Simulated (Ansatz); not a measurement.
# Copper, fcc: convergence with Fermi-Dirac smearing

Computed with Ansatz, LDA, scalar-relativistic PAW, on the relaxed cell (a = 3.518 Å; spin not included). Errors count from a run at 420 eV on a Γ-centred 25×25×25 mesh with Fermi-Dirac smearing of 0.1 eV, extrapolated to zero width. Fixed here: cutoff 420 eV, mesh 15×15×15. The SCF starts from atomic densities corrected by a trained network.

```tsv
width (eV)	E(σ→0) error (meV/atom)	F error (meV/atom)	P (GPa)	SCF iterations
0.03	-0.6	-1.1	-0.13	6
0.1	-0.8	-5.5	0.02	6
0.2	-0.4	-19.5	0.23	6
0.3	3.1	-44.7	0.57	6
0.6	47.1	-223.4	3.53	6
1.0	108.0	-749.4	11.17	6
```

What does the run at 0.01 give (width)?

E(σ→0) error (meV/atom): -0.4; F error (meV/atom): -0.5; P (GPa): -0.13; SCF iterations: 6.
